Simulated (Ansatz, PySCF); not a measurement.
This PySCF input computes a CCSD(T)/cc-pVDZ energy:

```python
from pyscf import gto, scf, mp, cc as ccmod

mol = gto.M(
    atom='''
    C    -0.00517534   -0.10696577    0.84074838
    C    -0.01360476   -0.69854769   -0.52112947
    C     0.01459619    0.56938060   -0.61931483
    H     0.91046776   -0.08734705    1.42564298
    H    -0.92297864   -0.04704489    1.41948447
    H     0.03761437    1.55118910   -1.04695191
    ''',
    basis='cc-pvdz',
    charge=0,
    spin=1,
    verbose=4,
)

mf = scf.UHF(mol)
mf.conv_tol = 1e-10
mf.max_cycle = 100
mf.kernel()
mo, _, stable, _ = mf.stability(return_status=True)
if not stable:
    mf.kernel(mf.make_rdm1(mo, mf.mo_occ))
mp2 = mp.MP2(mf, frozen=3).run()
cc = ccmod.CCSD(mf, frozen=3)
cc.max_cycle = 100
cc.kernel()
et = cc.ccsd_t()
print(f'E(CCSD(T)) = {cc.e_tot + et:.9f}')
```

### Question
Write an input for the same energy in Ansatz (an electronic-structure program) and say what it gives.

### Answer

Ansatz 0.2 input:
```yaml
crystal:
  periodic: [false, false, false]
  atoms:
    - {symbol: C, position_ang: [-0.00517534, -0.10696577, 0.84074838]}
    - {symbol: C, position_ang: [-0.01360476, -0.69854769, -0.52112947]}
    - {symbol: C, position_ang: [0.01459619, 0.56938060, -0.61931483]}
    - {symbol: H, position_ang: [0.91046776, -0.08734705, 1.42564298]}
    - {symbol: H, position_ang: [-0.92297864, -0.04704489, 1.41948447]}
    - {symbol: H, position_ang: [0.03761437, 1.55118910, -1.04695191]}
basis:
  gaussian:
    orbitals: cc-pVDZ
magnetization: {spin_polarized: true, initial_magnetization: 1}
correlation: {method: ccsd_t, electrons: outside_noble_gas}
```
It gives -115.60281 Eh, and PySCF -115.60281 Eh, a difference of 0.00 mEh.

It need not be the lowest isomer of its formula.
